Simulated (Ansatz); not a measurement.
A nudged elastic band was laid between two geometries of H + H4Si (6 atoms, charge 0, multiplicity 2).

The calculation used Ansatz 0.2.0, UKS PBE0/def2-SVP.

| Property | Result |
| --- | --- |
| movable images | 7 |
| climbing image | yes |
| spring | 5.0 eV/Å² |
| optimiser | quadratic models (default) |
| start path | through a guess of the saddle point |
| force threshold | 0.03 eV/Å |
| iteration limit | 60 |
| end points | relaxed |

First end point:

```xyz
6
Properties=species:S:1:pos:R:3
Si 0.000 0.000 -0.295
H 0.000 0.000 1.198
H 1.408 0.000 -0.793
H -0.703 1.219 -0.793
H -0.703 -1.219 -0.793
H 0.000 0.000 4.398
```

Last end point:

```xyz
6
Properties=species:S:1:pos:R:3
Si 0.001 0.000 -0.589
H 0.000 0.000 2.930
H 1.425 0.000 -1.037
H -0.712 1.234 -1.037
H -0.712 -1.234 -1.037
H 0.000 0.000 3.692
```

(1) What changes between the two ends?

(2) What energy profile does the band end with?

(3) What is the geometry of the highest image?

(4) What are the harmonic wavenumbers there?

## Answers

(1) Bonds broken: Si1–H2. Bonds formed: H2–H6. H + H4Si becomes H2 + H3Si.

(2) The forces met the threshold. The highest image is number 3 of 0 to 8, 0.098 eV above the first end and 0.582 eV above the last; the last end lies 0.485 eV below the first. A vibrational analysis at the climbing image gives one clearly imaginary mode, 663i cm⁻¹: a first-order saddle point.

```csv
image,path coordinate (Å),energy (eV),Si1–H2 (Å),H2–H6 (Å)
0,0.00,0.000,1.49,3.20
1,0.56,0.005,1.49,2.59
2,1.11,0.034,1.50,1.98
3,1.67,0.098,1.56,1.33
4,2.09,-0.246,2.05,0.82
5,2.52,-0.392,2.44,0.77
6,2.94,-0.456,2.79,0.77
7,3.37,-0.480,3.16,0.76
8,3.79,-0.485,3.52,0.76
```

(3) 
```xyz
6
Properties=species:S:1:pos:R:3
Si 0.000 0.000 -0.011
H 0.000 0.000 1.544
H 1.413 0.000 -0.496
H -0.706 1.223 -0.496
H -0.706 -1.223 -0.496
H 0.000 0.000 2.876
```

(4) 663i, 261, 261, 874, 918, 918, 968, 968, 1501, 2234, 2250, 2250 cm⁻¹.

Run time: 56 s on 1 thread of Arm Neoverse V1 (shared host), peak memory 0.1 GiB.
